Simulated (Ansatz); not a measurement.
Compare A (`CC(Cl)C=O`) with its isomer B (`OC/C=C/Cl`).

Gas-phase electronic energies from Ansatz, PBE0-D4/def2-TZVP geometries. CCSD(T)/CBS is the MP2 limit (def2-TZVPP, def2-QZVPP) plus CCSD(T) − MP2 in def2-TZVPP, frozen cores. DFT in def2-TZVPP. B3LYP here is the variant with VWN-RPA as its local correlation; programs differ in this. Each species was taken in one conformer, which may not be the lowest.

Which isomer does CCSD(T)/CBS put lower? Give the gap. (Best estimate.)

Ansatz gave: A, by 13.1 kcal/mol.

Give E(B) − E(A) in kcal/mol with B3LYP, HF/def2-TZVPP, r2SCAN-D4, PBE0-D4, PBE-D4, CCSD/def2-TZVPP, B2PLYP. (Best estimate.)

The calculation gave: B3LYP 12.7, HF/def2-TZVPP 15.2, r2SCAN-D4 13.8, PBE0-D4 13.1, PBE-D4 13.1, CCSD/def2-TZVPP 13.9, B2PLYP 13.8. None reverses the order clearly.

Largest T1 diagnostic: 0.013.

The D4 term adds +0.7 kcal/mol with B3LYP and +0.4 kcal/mol with PBE0; it sums over pairs of atoms, weighted by their polarisabilities, and B3LYP, whose exchange is more repulsive, gets the larger term. In def2-TZVPP, CCSD(T) changes the Hartree–Fock value by −1.3 kcal/mol (the triples alone add +0.1 kcal/mol) and MP2 by −0.8 kcal/mol.
